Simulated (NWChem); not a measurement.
**Total energies of dimethyl sulfide (C2H6S)**

SMILES: CSC
```xyz
9

C     -1.3791     0.0000     0.5069
S      0.0000     0.0000    -0.6547
C      1.3791     0.0000     0.5069
H     -1.3742     0.8990     1.1429
H     -2.3023     0.0000    -0.0896
H     -1.3742    -0.8990     1.1429
H      1.3742     0.8990     1.1429
H      2.3023     0.0000    -0.0896
H      1.3742    -0.8990     1.1429
```
Charge 0, spin multiplicity 1.

Program: NWChem. Structure: optimised with PBE0/def2-SVP, a minimum by its harmonic frequencies.

Basis set: 6-311G** (98 functions).

| method | total energy (Ha) |
|---|---|
| RHF | -476.77998 |
| MP2 | -477.22719 |
| B2PLYP | -477.80188 |
| PBE | -477.75142 |
| B3LYP | -478.06529 |
| M06-2X | -477.97641 |
| CCSD(T) | -477.28795 |

Total energies of different functionals aren't comparable as a measure of quality: only differences taken within one method are. 

The correlated methods keep 7 core orbitals frozen. B3LYP has NWChem's definition, with VWN1-RPA local correlation. The Pople sets run with spherical d functions. Coupled-cluster values serve here as a point of comparison, not as the truth.
